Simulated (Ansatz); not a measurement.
Geometry optimisation, RKS B3LYP-D4/STO-3G (Ansatz 0.2.0).

input.yaml

```yaml
crystal:
  periodic: [false, false, false]
  atoms:
    - { symbol: C, position_ang: [-1.7075, -0.2645, -0.5394] }
    - { symbol: C, position_ang: [-0.5501, 0.0892, -1.0394] }
    - { symbol: C, position_ang: [0.7502, 0.0047, -0.3458] }
    - { symbol: C, position_ang: [0.8391, -0.6127, 1.0573] }
    - { symbol: S, position_ang: [1.474, 1.6831, -0.2336] }
    - { symbol: H, position_ang: [-2.6416, -0.1007, -1.1738] }
    - { symbol: H, position_ang: [-1.8794, -0.5755, 0.4655] }
    - { symbol: H, position_ang: [-0.4584, 0.4544, -2.0787] }
    - { symbol: H, position_ang: [1.4648, -0.5666, -0.9201] }
    - { symbol: H, position_ang: [0.3787, -1.6461, 1.0418] }
    - { symbol: H, position_ang: [1.7662, -0.6816, 1.5011] }
    - { symbol: H, position_ang: [0.1601, -0.0511, 1.7804] }
    - { symbol: H, position_ang: [0.4242, 2.2326, 0.4995] }
basis:
  gaussian: { orbitals: STO-3G }
hamiltonian:
  xc: b3lyp
  dispersion: d4
relax:
  f_tol: 0.02
  max_steps: 40
scf:
  lower_state_search: "off"
```

Command:

```bash
$ ansatz run input.yaml --threads 1 --pin off --max-ram 2048MiB --backend cpu --events-out ev --progress --plain --runs-dir out
```

**Question.** Where does it end, and by what steps?

**Answer.** The forces met the threshold. Limits of this set-up: minimal basis. After 11 steps the energy has fallen by 0.561 eV; H8 moved furthest, 0.15 Å.

| step | energy less start (eV) | largest force component (eV/Å) | accepted |
| --- | --- | --- | --- |
| 0 | 0.0000 | 6.334 | yes |
| 1 | -0.4775 | 0.992 | yes |
| 2 | -0.5047 | 1.436 | yes |
| 3 | -0.5367 | 0.746 | yes |
| 4 | -0.3384 | 2.702 | no |
| 5 | -0.5567 | 0.268 | yes |
| 6 | -0.5546 | 0.236 | no |
| 7 | -0.5605 | 0.029 | yes |
| 8 | -0.5608 | 0.030 | yes |
| 9 | -0.5610 | 0.025 | yes |
| 10 | -0.5608 | 0.132 | no |
| 11 | -0.5610 | 0.006 | yes |

```xyz
13
Properties=species:S:1:pos:R:3
C -1.735 -0.192 -0.525
C -0.537 0.046 -1.067
C 0.812 0.039 -0.327
C 0.759 -0.653 1.069
S 1.477 1.763 -0.228
H -2.653 -0.133 -1.120
H -1.862 -0.461 0.529
H -0.467 0.318 -2.131
H 1.542 -0.506 -0.957
H 0.390 -1.686 0.973
H 1.765 -0.678 1.516
H 0.092 -0.108 1.755
H 0.438 2.218 0.527
```

The run took 23 s on 1 thread of Arm Neoverse V2, with other jobs on the host, peak memory 0.11 GiB.
